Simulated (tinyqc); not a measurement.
Worked calculation: extended Hueckel theory, for HF. One step of it, computed by the program tinyqc.

Question. Wolfsberg-Helmholz matrix. H_ij = K' S_ij (H_ii + H_jj)/2 for i != j (the diagonal keeps H_ii), with K' = K + D^2 + D^4 (1 - K), D = (H_ii - H_jj)/(H_ii + H_jj), K = 1.5.

overlap S:
```
,1F 2s,1F 2px,1F 2py,1F 2pz,2H 1s
1F 2s,1.000000,0.000000,0.000000,0.000000,0.476708
1F 2px,0.000000,1.000000,0.000000,0.000000,0.000000
1F 2py,0.000000,0.000000,1.000000,0.000000,0.000000
1F 2pz,0.000000,0.000000,0.000000,1.000000,0.385627
2H 1s,0.476708,0.000000,0.000000,0.385627,1.000000
```

diagonal H_ii (eV): 1F 2s -40.000000, 1F 2px -18.100000, 1F 2py -18.100000, 1F 2pz -18.100000, 2H 1s -13.600000

K = 1.500000

Give: H.

Answer.

H (eV):
```
,1F 2s,1F 2px,1F 2py,1F 2pz,2H 1s
1F 2s,-40.000,0.000,0.000,0.000,-21.887
1F 2px,0.000,-18.100,0.000,0.000,0.000
1F 2py,0.000,0.000,-18.100,0.000,0.000
1F 2pz,0.000,0.000,0.000,-18.100,-9.290
2H 1s,-21.887,0.000,0.000,-9.290,-13.600
```
